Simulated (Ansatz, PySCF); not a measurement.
Si(Cl)4 anion (Cl₄Si), SMILES Cl[Si](Cl)(Cl)Cl (connectivity only; charge and spin as stated), charge -1, multiplicity 2. Atoms are numbered in the order given.

```xyz
5

Cl    -1.6713     0.0000    -0.9778
Si     0.0000     0.0000     0.3549
Cl     1.6713     0.0000    -0.9778
Cl     0.0000     2.2220     0.8346
Cl     0.0000    -2.2220     0.8346
```
Charge -1, spin multiplicity 2.

Coordinates come from a PBE0-D3(BJ)/def2-SVPD optimisation. The multiplicity is an assumed one; other spin states were not compared. The isomer is the one that the SMILES or the coordinates give; other isomers of the formula were not compared.

Two levels are set side by side: PBE-D3(BJ)/def2-SVPD (Ansatz, an electronic-structure program) and PBE0-D3(BJ)/def2-SVPD (Ansatz). Each level has its own optimised geometry; the coordinates shown are those of the second. Frequencies come from the Hessian of PySCF at each geometry. Differences are taken from unrounded values.

```csv
quantity,PBE0-D3(BJ),PBE-D3(BJ),PBE-D3(BJ) minus PBE0-D3(BJ)
mean bond length (Å),2.205,2.234,0.028
bond Cl1–Si2 (Å),2.138,2.165,0.027
bond Si2–Cl3 (Å),2.138,2.165,0.027
bond Si2–Cl4 (Å),2.273,2.302,0.029
bond Si2–Cl5 (Å),2.273,2.302,0.029
highest harmonic wavenumber (cm⁻¹),482,450,-31
mean harmonic wavenumber (cm⁻¹),257,237,-20
zero-point energy (kcal/mol),3.30,3.04,-0.26
```

Exact exchange shortens and stiffens bonds; PBE has none. Differences between two approximate levels are no errors against the true value.
